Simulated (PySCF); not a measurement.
**Sulfur: a sound run and one with changed settings**

Sound run: S [Ne] 3s2 3p4, S⁺ [Ne] 3s2 3p3. Computed with PySCF 2.14 in x2c-SVPall, with the spin-free X2C one-electron Hamiltonian (Gaussian nucleus). In the sound run the correlated levels freeze [Ne]. The sound run starts from symmetry-adapted Hartree-Fock orbitals and uses a fine grid where one is needed.

Changed run: a valence shell is frozen. This setting is unsound on purpose.

```tsv
species	method	sound run (hartree)	changed run (hartree)	converged
S	MP2	-398.51699	-398.47310	yes
S	CCSD(T)	-398.53640	-398.48161	yes
S⁺	MP2	-398.16608	-398.11397	yes
S⁺	CCSD(T)	-398.18532	-398.11924	yes
```

Ionisation energy of S:

```
 method  sound run (eV)  changed run (eV)
    UHF           9.173             9.173
    MP2           9.549             9.772
SCS-MP2           9.589             9.923
   CCSD           9.549             9.856
CCSD(T)           9.553             9.860
```

Freezing a valence shell removes pair correlation that changes on ionisation.

For comparison, NIST gives 10.360 eV between the lowest levels.
